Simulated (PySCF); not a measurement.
# C4H8S ((2r,3s)-2,3-dimethylthiirane): the cost of one run

Programs: PySCF 2.14.0, with routines of our own; each step states its level. All values are computed. Atoms count from 0.

## Step 1: The system as given

13 atoms, charge 0, multiplicity 1; geometry from: GFN2-xTB.

## Step 2: Geometry optimisation at PBE0-D3(BJ)/def2-TZVP

Job settings and geometry (Å):

```
{"job": {"xc": "PBE0", "basis": "def2-TZVP", "d3": "d3bj", "grid": 2, "kind": "geom"}, "charge": 0, "multiplicity": 1}
C      1.516174     0.541877     0.226385
C      0.773600    -0.580712    -0.444481
S     -0.095229    -0.232011    -1.996821
C     -0.704184    -0.715898    -0.359465
C     -1.553485     0.262668     0.403377
H      2.517719     0.627037    -0.189825
H      1.006876     1.491469     0.086942
H      1.600328     0.338844     1.293790
H      1.334782    -1.510433    -0.484541
H     -1.089729    -1.731914    -0.344894
H     -2.593763     0.171663     0.098412
H     -1.232563     1.284674     0.222529
H     -1.484915     0.053222     1.470864
```

On the command line:

```bash
$ OMP_NUM_THREADS=1 python excited_run.py task.json out
```

This one command runs all jobs of the session in turn.

Q: Estimate the wall time and peak memory of this first job on 1 thread of Intel Xeon 6975P-C, shared host.

About 28 s, with a peak of 0.86 GiB.
